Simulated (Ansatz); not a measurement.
# H2O2 (singlet): from Hartree-Fock to the top rungs, 6-31G

The task here is to estimate one member of a computed series from the others.

Computed with Ansatz 0.2.0, Gaussian basis. Level: 6-31G, core rule «outside noble gas», up to 2 orbitals frozen.

Plan: UHF; CCSD(T) on RHF; BCCD(T) on RHF; CISD; CCSDT(Q) on RHF; CISDTQ; CCSDTQ on RHF; CASSCF and MRCISD+Q, 14 electrons in 10 orbitals; CASSCF and MRCISD+Q(relaxed), 14 electrons in 10 orbitals; CASSCF and NEVPT2, 14 electrons in 10 orbitals.

10 further runs of the same task are left out: 1 that didn't finish, 9 set aside as unsound or not needed.

## The geometry

The geometry is an MP2(full)/6-31G* stationary point (not a proven minimum).

4 atoms, charge 0, spin multiplicity 1.

Atoms are counted from 1 here; the program's logs count them from 0.

Bond lengths: O1–O2 1.468 Å, O1–H3 0.976 Å, O2–H4 0.976 Å. Angles: O2–O1–H3 98.6°, O1–O2–H4 98.6°.

As a file:

```xyz
4

O     0.0000    0.7341   -0.0281
O     0.0000   -0.7341   -0.0281
H     0.8395    0.8808    0.4466
H    -0.8395   -0.8808    0.4466
```

Set-up of the first run:

in.yaml reads:

```yaml
crystal:
  periodic: [false, false, false]
  atoms:
    - {symbol: O, position_ang: [0.000000, 0.734058, -0.028136]}
    - {symbol: O, position_ang: [0.000000, -0.734058, -0.028136]}
    - {symbol: H, position_ang: [0.839547, 0.880752, 0.446615]}
    - {symbol: H, position_ang: [-0.839547, -0.880752, 0.446615]}
basis:
  gaussian: {orbitals: 6-31G}
magnetization: {spin_polarized: true, initial_magnetization: 0}
hamiltonian: {xc: hf}
output: {orbitals: {seedname: orbitals}}
```

Command:

```sh
> ansatz run in.yaml --threads 1 --pin off --events-out ev --progress --plain --max-ram 3956MiB --backend cpu
```

Steps of the session up to this table: UHF; CCSD(T) on RHF; BCCD(T) on RHF; CISD; CCSDT(Q) on RHF; CISDTQ; CCSDTQ on RHF; CASSCF and MRCISD+Q, 14 electrons in 10 orbitals; CASSCF and MRCISD+Q(relaxed), 14 electrons in 10 orbitals; CASSCF and NEVPT2, 14 electrons in 10 orbitals.

One table of the session follows, with a row left open; its other results are not shown here.

```
                   method  from RCCSDTQ (kJ/mol)
                      RHF                 +715.3
                     RMP2                      ?
                     CISD                  +67.3
                    RCCSD                  +16.3
                 RCCSD(T)                   +3.5
                  BCCD(T)                   +3.7
                   RCCSDT                   +3.1
                   CISDTQ                   +3.5
                RCCSDT(Q)                   -0.3
                  RCCSDTQ                      0
           CASSCF valence                 +406.9
           NEVPT2 valence                  +56.6
           MRCISD valence                  +22.3
         MRCISD+Q valence                   +5.4
MRCISD+Q(relaxed) valence                   +1.9
```

Estimate the missing values for RMP2.

The run gave: from RCCSDTQ (kJ/mol): +40.8. In the column «from RCCSDTQ (kJ/mol)» it lies between MRCISD valence (+22.3) and NEVPT2 valence (+56.6).
